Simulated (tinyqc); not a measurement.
Worked calculation: LCCD on RHF in the sto-3g basis, frozen core, for HF, spin multiplicity 1. Computed by tinyqc, a small Python program that keeps every step (integrals from PySCF). Settings: charge = 0, multiplicity = 1, basis = sto-3g, method = RHF, frozen orbitals = 1, energy threshold = 1e-10, iteration cap = 58, orthogonalisation = symmetric, start = core, DIIS depth = 6, amplitude equations = LCCD, DIIS depth for amplitudes = 4, cap on updates = 63. Command: `OMP_NUM_THREADS=1 python tinyqc.py 30394 30395 out.jsonl` (the two numbers bound the seeds that draw the settings). One thread of a shared host (Intel(R) Xeon(R) Processor @ 2.60GHz), about 0.07 s of CPU time with the checks. The early iterations of the SCF are left out here.

## One-electron integrals

Geometry (angstrom):
```
atom,x,y,z
F,0.00000,0.00000,0.00000
H,0.00000,0.00000,0.81000
```

Basis sto-3g: exponents (1/bohr^2) and contraction coefficients of normalised primitives:
```
element,l (shell),exponent,coefficient
F,s (1),166.67913,0.15433
F,s (1),30.36081,0.53533
F,s (1),8.21682,0.44463
F,s (2),6.46480,-0.09997
F,s (2),1.50228,0.39951
F,s (2),0.48859,0.70012
F,p (3),6.46480,0.15592
F,p (3),1.50228,0.60768
F,p (3),0.48859,0.39196
H,s (1),3.42525,0.15433
H,s (1),0.62391,0.53533
H,s (1),0.16886,0.44463
```

Overlap, kinetic and nuclear-attraction integrals over the contracted functions; the nuclear repulsion is the sum of Za Zb / Rab.

nuclear repulsion = 5.8797468 hartree

overlap S:
```
,1F 1s,1F 2s,1F 2px,1F 2py,1F 2pz,2H 1s
1F 1s,1.00000,0.23799,0.00000,0.00000,0.00000,0.06356
1F 2s,0.23799,1.00000,0.00000,0.00000,0.00000,0.52355
1F 2px,0.00000,0.00000,1.00000,0.00000,0.00000,0.00000
1F 2py,0.00000,0.00000,0.00000,1.00000,0.00000,0.00000
1F 2pz,0.00000,0.00000,0.00000,0.00000,1.00000,0.38321
2H 1s,0.06356,0.52355,0.00000,0.00000,0.38321,1.00000
```

kinetic energy T (hartree):
```
,1F 1s,1F 2s,1F 2px,1F 2py,1F 2pz,2H 1s
1F 1s,36.98458,-0.21286,0.00000,0.00000,0.00000,0.01037
1F 2s,-0.21286,1.03800,0.00000,0.00000,0.00000,0.19447
1F 2px,0.00000,0.00000,3.24801,0.00000,0.00000,0.00000
1F 2py,0.00000,0.00000,0.00000,3.24801,0.00000,0.00000
1F 2pz,0.00000,0.00000,0.00000,0.00000,3.24801,0.36743
2H 1s,0.01037,0.19447,0.00000,0.00000,0.36743,0.76003
```

nuclear attraction V (hartree):
```
,1F 1s,1F 2s,1F 2px,1F 2py,1F 2pz,2H 1s
1F 1s,-77.66288,-9.33229,0.00000,0.00000,-0.01930,-2.57859
1F 2s,-9.33229,-12.18346,0.00000,0.00000,-0.22142,-5.12192
1F 2px,0.00000,0.00000,-12.03897,0.00000,0.00000,0.00000
1F 2py,0.00000,0.00000,0.00000,-12.03897,0.00000,0.00000
1F 2pz,-0.01930,-0.22142,0.00000,0.00000,-12.19416,-3.37879
2H 1s,-2.57859,-5.12192,0.00000,0.00000,-3.37879,-6.72595
```

core Hamiltonian H = T + V (hartree):
```
,1F 1s,1F 2s,1F 2px,1F 2py,1F 2pz,2H 1s
1F 1s,-40.67831,-9.54515,0.00000,0.00000,-0.01930,-2.56822
1F 2s,-9.54515,-11.14546,0.00000,0.00000,-0.22142,-4.92745
1F 2px,0.00000,0.00000,-8.79095,0.00000,0.00000,0.00000
1F 2py,0.00000,0.00000,0.00000,-8.79095,0.00000,0.00000
1F 2pz,-0.01930,-0.22142,0.00000,0.00000,-8.94615,-3.01136
2H 1s,-2.56822,-4.92745,0.00000,0.00000,-3.01136,-5.96592
```

## Two-electron integrals

Functions are numbered as in S; the eight-fold symmetry (ij|kl) = (ji|kl) = (kl|ij) leaves the list below.

Two-electron integrals (ij|kl) in chemists' order, unique and non-zero (hartree):
```
i,j,k,l,(ij|kl)
1,1,1,1,5.40350
2,1,1,1,0.84192
2,1,2,1,0.15630
2,2,1,1,1.26803
2,2,2,1,0.29234
2,2,2,2,0.92617
3,1,3,1,0.02800
3,2,3,1,0.04317
3,2,3,2,0.20459
3,3,1,1,1.26450
3,3,2,1,0.29240
3,3,2,2,0.92596
3,3,3,3,0.99751
4,1,4,1,0.02800
4,2,4,1,0.04317
4,2,4,2,0.20459
4,3,4,3,0.05377
4,4,1,1,1.26450
4,4,2,1,0.29240
4,4,2,2,0.92596
4,4,3,3,0.88997
4,4,4,4,0.99751
5,1,5,1,0.02800
5,2,5,1,0.04317
5,2,5,2,0.20459
5,3,5,3,0.05377
5,4,5,4,0.05377
5,5,1,1,1.26450
5,5,2,1,0.29240
5,5,2,2,0.92596
5,5,3,3,0.88997
5,5,4,4,0.88997
5,5,5,5,0.99751
6,1,1,1,0.22932
6,1,2,1,0.04214
6,1,2,2,0.07810
6,1,3,3,0.07799
6,1,4,4,0.07799
6,1,5,1,0.00166
6,1,5,2,0.00310
6,1,5,5,0.07833
6,1,6,1,0.01147
6,2,1,1,0.51161
6,2,2,1,0.11924
6,2,2,2,0.41360
6,2,3,3,0.40809
6,2,4,4,0.40809
6,2,5,1,0.00790
6,2,5,2,0.05856
6,2,5,5,0.42425
6,2,6,1,0.03247
6,2,6,2,0.21638
6,3,3,1,0.01330
6,3,3,2,0.07567
6,3,5,3,0.01267
6,3,6,3,0.03424
6,4,4,1,0.01330
6,4,4,2,0.07567
6,4,5,4,0.01267
6,4,6,4,0.03424
6,5,1,1,0.31619
6,5,2,1,0.07474
6,5,2,2,0.27787
6,5,3,3,0.26549
6,5,4,4,0.26549
6,5,5,1,0.01776
6,5,5,2,0.11411
6,5,5,5,0.30233
6,5,6,1,0.02132
6,5,6,2,0.17813
6,5,6,5,0.18030
6,6,1,1,0.60985
6,6,2,1,0.14443
6,6,2,2,0.57091
6,6,3,3,0.55083
6,6,4,4,0.55083
6,6,5,1,0.01369
6,6,5,2,0.13612
6,6,5,5,0.61043
6,6,6,1,0.03968
6,6,6,2,0.35905
6,6,6,5,0.34354
6,6,6,6,0.77461
```

## Orthogonalisation

S = U s U^T; symmetric (Loewdin) form X = U s^(-1/2) U^T, so that X^T S X = 1.

eigenvalues of S: 0.33761  0.84688  1.00000  1.00000  1.11748  1.69804

X:
```
,1F 1s,1F 2s,1F 2px,1F 2py,1F 2pz,2H 1s
1F 1s,1.02360,-0.13706,0.00000,0.00000,-0.00976,0.02596
1F 2s,-0.13706,1.18055,0.00000,0.00000,0.11369,-0.37377
1F 2px,0.00000,0.00000,1.00000,0.00000,0.00000,0.00000
1F 2py,0.00000,0.00000,0.00000,1.00000,0.00000,0.00000
1F 2pz,-0.00976,0.11369,0.00000,0.00000,1.08162,-0.26915
2H 1s,0.02596,-0.37377,0.00000,0.00000,-0.26915,1.23532
```

## Starting guess

The start is the orbitals of the core Hamiltonian; D = 2 C_occ C_occ^T.

D at the start:
```
,1F 1s,1F 2s,1F 2px,1F 2py,1F 2pz,2H 1s
1F 1s,2.13045,-0.57629,0.00000,0.00000,-0.05516,0.10717
1F 2s,-0.57629,2.54392,0.00000,0.00000,0.35048,-0.47941
1F 2px,0.00000,0.00000,2.00000,0.00000,0.00000,0.00000
1F 2py,0.00000,0.00000,0.00000,2.00000,0.00000,0.00000
1F 2pz,-0.05516,0.35048,0.00000,0.00000,2.28001,-0.45772
2H 1s,0.10717,-0.47941,0.00000,0.00000,-0.45772,0.15909
```

## Iteration 7 (converged): orbitals

converged F (hartree):
```
,1F 1s,1F 2s,1F 2px,1F 2py,1F 2pz,2H 1s
1F 1s,-25.88170,-6.62333,0.00000,0.00000,-0.02898,-1.79245
1F 2s,-6.62333,-3.07056,0.00000,0.00000,-0.14933,-1.38810
1F 2px,0.00000,0.00000,-0.46973,0.00000,0.00000,0.00000
1F 2py,0.00000,0.00000,0.00000,-0.46973,0.00000,0.00000
1F 2pz,-0.02898,-0.14933,0.00000,0.00000,-0.44840,-0.63539
2H 1s,-1.79245,-1.38810,0.00000,0.00000,-0.63539,-0.78494
```

Diagonalise F' = X^T F X, C = X C', fill 5 alpha and 5 beta electrons from the bottom; D = 2 C_occ C_occ^T. Each column has its largest component positive (the first on a tie).

F' = X^T F X (hartree):
```
,1,2,3,4,5,6
1,-25.40264,-3.41720,0.00000,0.00000,-0.05340,-0.31906
2,-3.41720,-1.68152,0.00000,0.00000,0.11408,-0.71707
3,0.00000,0.00000,-0.46973,0.00000,0.00000,0.00000
4,0.00000,0.00000,0.00000,-0.46973,0.00000,0.00000
5,-0.05340,0.11408,0.00000,0.00000,-0.19954,-0.64656
6,-0.31906,-0.71707,0.00000,0.00000,-0.64656,0.01155
```

orbital energies (hartree): MO1 -25.89188, MO2 -1.51284, MO3 -0.61528, MO4 -0.46973, MO5 -0.46973, MO6 0.74785

coefficients C:
```
,MO1,MO2,MO3,MO4,MO5,MO6
1F 1s,0.99454,-0.24466,0.09409,0.00000,0.00000,0.09744
1F 2s,0.02401,0.90281,-0.50012,0.00000,0.00000,-0.70663
1F 2px,0.00000,0.00000,0.00000,0.90524,0.42490,0.00000
1F 2py,0.00000,0.00000,0.00000,-0.42490,0.90524,0.00000
1F 2pz,0.00393,0.12935,0.71758,0.00000,0.00000,-0.85069
2H 1s,-0.00728,0.17903,0.47973,0.00000,0.00000,1.21515
```

D after iteration 7:
```
,1F 1s,1F 2s,1F 2px,1F 2py,1F 2pz,2H 1s
1F 1s,2.11565,-0.48811,0.00000,0.00000,0.07956,-0.01181
1F 2s,-0.48811,2.13154,0.00000,0.00000,-0.48401,-0.15694
1F 2px,0.00000,0.00000,2.00000,0.00000,0.00000,0.00000
1F 2py,0.00000,0.00000,0.00000,2.00000,0.00000,0.00000
1F 2pz,0.07956,-0.48401,0.00000,0.00000,1.06335,0.73475
2H 1s,-0.01181,-0.15694,0.00000,0.00000,0.73475,0.52449
```

Within a degenerate level the vectors are fixed only up to a rotation; this is one choice.

## Convergence

Stop when the energy changes by less than 1e-10 hartree and every element of the error matrix X^T (F D S - S D F) X is below 3e-06.

Course of the cycle:
```
iteration,E (hartree),change,largest element of the error matrix
1,-97.7417602,-,8.74e-01
2,-98.5174053,-7.76e-01,1.99e-01
3,-98.5357900,-1.84e-02,8.32e-03
4,-98.5358280,-3.80e-05,5.32e-04
5,-98.5358283,-2.67e-07,2.52e-05
6,-98.5358283,-2.66e-10,9.66e-08
7,-98.5358283,5.68e-14,9.93e-12
```

PySCF RHF in the same basis = -98.5358283 hartree

Converged in 7 iterations.

## Populations, bond orders and dipole

Mulliken: Z minus the diagonal of D S on the atom; Loewdin: the same with S^(1/2) D S^(1/2); Mayer order: 2 sum_s sum (D(s) S)_ij (D(s) S)_ji over the two atoms.

Charges (e):
```
atom,Mulliken,Loewdin
1F,-0.27686,-0.18731
2H,0.27686,0.18731
```

Mayer bond orders:
```
pair,order
2-1,0.92335
```

dipole moment about the origin, x y z (debye): 0.00000  0.00000  1.39618

## Integrals over molecular orbitals

(pq|rs) = sum C_ip C_jq C_kr C_ls (ij|kl), one index at a time.

one-electron integrals over orbitals h = C^T H C (hartree):
```
,1,2,3,4,5,6
1,-40.65935,0.69129,-0.25633,0.00000,0.00000,-0.26716
2,0.69129,-9.20132,0.51281,0.00000,0.00000,1.38450
3,-0.25633,0.51281,-8.01355,0.00000,0.00000,1.64392
4,0.00000,0.00000,0.00000,-8.79095,0.00000,0.00000
5,0.00000,0.00000,0.00000,0.00000,-8.79095,0.00000
6,-0.26716,1.38450,1.64392,0.00000,0.00000,-6.10372
```

Two-electron integrals over orbitals (pq|rs), unique and non-zero (hartree); the lowest 1 orbital is frozen and left out:
```
p,q,r,s,(pq|rs)
2,2,2,2,0.86241
3,2,2,2,0.00836
3,2,3,2,0.15737
3,3,2,2,0.77573
3,3,3,2,-0.07042
3,3,3,3,0.82787
4,2,4,2,0.17524
4,3,4,2,-0.04906
4,3,4,3,0.05653
4,4,2,2,0.87117
4,4,3,2,-0.07372
4,4,3,3,0.79432
4,4,4,4,0.99751
5,2,5,2,0.17524
5,3,5,2,-0.04906
5,3,5,3,0.05653
5,4,5,4,0.05377
5,5,2,2,0.87117
5,5,3,2,-0.07372
5,5,3,3,0.79432
5,5,4,4,0.88997
5,5,5,5,0.99751
6,2,2,2,-0.14561
6,2,3,2,-0.02746
6,2,3,3,-0.05508
6,2,4,4,-0.14715
6,2,5,5,-0.14715
6,2,6,2,0.10280
6,3,2,2,-0.12683
6,3,3,2,0.08885
6,3,3,3,-0.13815
6,3,4,4,-0.16767
6,3,5,5,-0.16767
6,3,6,2,0.06309
6,3,6,3,0.14448
6,4,4,2,-0.04861
6,4,4,3,-0.00890
6,4,6,4,0.03296
6,5,5,2,-0.04861
6,5,5,3,-0.00890
6,5,6,5,0.03296
6,6,2,2,0.70425
6,6,3,2,0.08144
6,6,3,3,0.66668
6,6,4,4,0.66026
6,6,5,5,0.66026
6,6,6,2,-0.07070
6,6,6,3,-0.00888
6,6,6,6,0.72110
```

## LCCD: starting amplitudes

t_ij^ab = <ij||ab> / (e_i + e_j - e_a - e_b), whose energy is MP2.

Starting amplitudes (spin orbitals 1a, 1b, ...; amplitudes related by a flip of all spins are not repeated):
```
from,to,t
3a 3b,6a 6b,-0.05300
2a 2b,6a 6b,-0.02274
2a 3b,6a 6b,-0.01741
5a 5b,6a 6b,-0.01354
4a 4b,6a 6b,-0.01354
```

correlation energy = -0.0130832 hartree

## LCCD: amplitude update 1

t_ij^ab D_ij^ab are set to the remaining terms of the spin-orbital equations, evaluated with the old amplitudes; for the doubles these are <ij||ab> + 1/2 <ab||ef> t_ij^ef + 1/2 <mn||ij> t_mn^ab + P(ij)P(ab) <mb||ej> t_im^ae, D the orbital-energy denominators (linear CCD).

Amplitudes after update 1 (spin orbitals 1a, 1b, ...; amplitudes related by a flip of all spins are not repeated):
```
from,to,t
3a 3b,6a 6b,-0.06941
2a 2b,6a 6b,-0.02572
2a 3b,6a 6b,-0.02488
5a 5b,6a 6b,-0.01583
4a 4b,6a 6b,-0.01583
```

correlation energy = -0.0168540 hartree

## LCCD: amplitude update 2

As before.

Amplitudes after update 2 (spin orbitals 1a, 1b, ...; amplitudes related by a flip of all spins are not repeated):
```
from,to,t
3a 3b,6a 6b,-0.07506
2a 3b,6a 6b,-0.02752
2a 2b,6a 6b,-0.02595
5a 5b,6a 6b,-0.01630
4a 4b,6a 6b,-0.01630
```

correlation energy = -0.0180581 hartree

## LCCD: convergence

E_corr = 1/4 sum <ij||ab> t_ij^ab; stop when the norm of the change is below 1e-8.

Course of the amplitude iterations:
```
update,correlation energy (hartree),norm of the change
0,-0.0130832,-
1,-0.0168540,4.00e-02
2,-0.0180581,1.36e-02
3,-0.0186783,4.77e-03
4,-0.0186759,1.33e-04
5,-0.0186757,8.01e-06
6,-0.0186757,8.40e-07
7,-0.0186757,2.68e-07
8,-0.0186757,6.77e-10
```

Converged amplitudes (spin orbitals 1a, 1b, ...; amplitudes related by a flip of all spins are not repeated):
```
from,to,t
3a 3b,6a 6b,-0.07821
2a 3b,6a 6b,-0.02887
2a 2b,6a 6b,-0.02576
5a 5b,6a 6b,-0.01645
4a 4b,6a 6b,-0.01645
```

LCCD total energy = -98.5545040 hartree

Converged in 8 updates, with DIIS from the third.
